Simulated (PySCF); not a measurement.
Compound: C₃H₅O₂ (doublet state).
Geometry (GFN2-xTB, Å), atoms numbered from 1 in this order:
```xyz
10
C3H5O2 angstrom
C     -1.050   -0.468   -0.018
C     -0.110    0.704   -0.210
O      1.177    0.248   -0.781
C      2.059   -0.288   -0.036
O      2.165   -0.545    1.129
H     -2.002   -0.112    0.365
H     -0.630   -1.176    0.694
H     -1.218   -0.978   -0.964
H      0.105    1.201    0.739
H     -0.487    1.418   -0.941
```

The hyperfine couplings belong to this conformer and change with its torsions.

As a line formula: `CCO[C]=O` [radical].

Theory: UKS B3LYP, pcH-1 on C H O, non-relativistic, mean-field spin-orbit, GIAO (PySCF 2.14.0). Geometry: GFN2-xTB, one conformer, isolated molecule. Couplings are sensitive to structure, and on GFN2-xTB geometries they can be far from those on DFT ones. Stability of the SCF solution: not tested.

Match the computed a_iso(13C) values +583.6, +37.4, -1.6 MHz with the sites C1; C2; C4.

```csv
site,a_iso (MHz),ρ(0) (bohr⁻³),position,distance from C4 (Å),spin population,largest |T| (MHz)
C1,-1.6,-0.0014,3 bonds from C4,3.11,-0.01,1.3
C2,+37.4,+0.0333,2 bonds from C4,2.39,+0.10,18.0
C4,+583.6,+0.5191,largest spin population,0.00,+0.70,96.1
```

Match the computed a_iso(17O) values -270.3, -59.4 MHz with the sites O3; O5.

```csv
site,a_iso (MHz),ρ(0) (bohr⁻³),position,distance from C4 (Å),spin population,largest |T| (MHz)
O3,-270.3,+0.4459,1 bond from C4,1.27,-0.01,15.8
O5,-59.4,+0.0979,1 bond from C4,1.20,+0.21,96.9
```

The isotropic 1H couplings, averaged over equivalent nuclei, are +6.2, -3.7 MHz. Assign them to H6/H7/H8; H9/H10.

```json
{"site": "H6/H7/H8", "a_iso (MHz)": "+6.2", "ρ(0) (bohr⁻³)": "+0.0014", "position": "4 bonds from C4", "distance from C4 (Å)": "3.49", "bound to": "C1", "spin population there": "-0.01", "largest |T| (MHz)": "3.0"}
{"site": "H9/H10", "a_iso (MHz)": "-3.7", "ρ(0) (bohr⁻³)": "-0.0008", "position": "3 bonds from C4", "distance from C4 (Å)": "2.89", "bound to": "C2", "spin population there": "+0.10", "largest |T| (MHz)": "6.1"}
```

ρ(0) is the spin density at the nucleus and T the dipolar tensor; entries for several nuclei are means. The Mulliken spin populations are largest on C4 (+0.70), O5 (+0.21) and C2 (+0.10).

Class means assume fast exchange of nuclei equivalent by connectivity; if that motion is slow, each nucleus keeps its own coupling. The three 1H nuclei of mean +6.2 MHz run from 1.7 to 13.4 MHz in the frozen geometry.
